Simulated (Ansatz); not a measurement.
Density of states of Cs2AgBiBr6 (Fm-3m, a = 11.484 Å, b = 11.484 Å, c = 11.484 Å, α = 90.00°, β = 90.00°, γ = 90.00°), in states per eV and primitive cell, averaged over bins of 0.3 eV. Computed with DFT PBE, scalar-relativistic, plane waves, PAW in Ansatz 0.2.0.

Settings: cutoff 420 eV, Γ-centred mesh 4×4×4 on the computed 10-atom cell, Gaussian smearing of 0.02 eV; no spin polarisation.

The cell is relaxed at this level. The states (both spins) are summed by tetrahedra on a 6×6×6 mesh at the self-consistent density. Energies are bin centres; the table starts no lower than −8 eV and ends at 6 eV, or lower where the solved bands end.

The gap is 1.33 eV at this level, with the zero inside it.

```csv
E − E_F (eV),total,Br 4p,Ag 4d,Bi 6p,Cs 6s,Ag 5s
-5.00,4.55,2.94,0.22,0.87,0.00,0.47
-4.70,9.50,5.46,1.92,1.79,0.00,0.18
-4.40,5.95,3.82,0.65,1.34,0.00,0.01
-4.10,1.86,0.87,0.86,0.03,0.00,0.06
-3.80,8.64,4.08,3.90,0.22,0.07,0.19
-3.50,21.13,8.09,12.29,0.23,0.17,0.09
-3.20,6.26,4.54,1.12,0.16,0.08,0.10
-2.90,6.60,5.04,0.80,0.18,0.29,0.05
-2.60,20.79,15.67,3.86,0.38,0.33,0.08
-2.30,18.85,16.35,1.98,0.19,0.03,0.01
-2.00,29.49,27.01,1.95,0.09,0.04,0.01
-1.70,11.21,9.68,1.15,0.20,0.01,0.02
-1.40,4.99,3.22,1.38,0.17,0.01,0.03
-1.10,2.18,1.42,0.50,0.07,0.01,0.01
-0.80,1.34,0.89,0.31,0.02,0.00,0.00
-0.50,0.00,0.00,0.00,0.00,0.00,0.00
-0.20,0.00,0.00,0.00,0.00,0.00,0.00
0.10,0.00,0.00,0.00,0.00,0.00,0.00
0.40,0.00,0.00,0.00,0.00,0.00,0.00
0.70,0.08,0.01,0.00,0.04,0.00,0.02
1.00,1.08,0.15,0.01,0.53,0.00,0.27
1.30,2.60,0.48,0.02,1.24,0.00,0.55
1.60,2.26,0.49,0.02,1.11,0.00,0.38
1.90,1.64,0.42,0.01,0.92,0.00,0.09
2.20,4.26,1.22,0.03,2.50,0.00,0.03
2.50,5.17,1.63,0.08,2.96,0.00,0.05
2.80,2.91,0.99,0.07,1.65,0.00,0.01
3.10,0.03,0.00,0.00,0.00,0.02,0.00
3.40,0.32,0.02,0.00,0.01,0.22,0.01
3.70,0.62,0.04,0.00,0.02,0.41,0.03
4.00,1.49,0.17,0.00,0.09,0.72,0.25
4.30,3.83,0.44,0.00,0.22,1.17,0.65
4.60,7.17,0.74,0.00,0.33,1.48,1.08
4.90,9.36,0.49,0.00,0.16,2.49,0.44
5.20,16.73,0.54,0.01,0.25,1.31,0.56
5.50,12.73,0.22,0.00,0.05,0.72,0.13
5.80,13.18,0.16,0.00,0.02,0.36,0.04
```

The columns after the total are the main Löwdin projections on the occupied valence shells of the potentials; 3 others are left out. The rest of the total lies in those, in shells that are empty in the free atom, which aren't projected, and between the atoms.

Spin-orbit coupling is left out, which matters for the bands of heavy elements.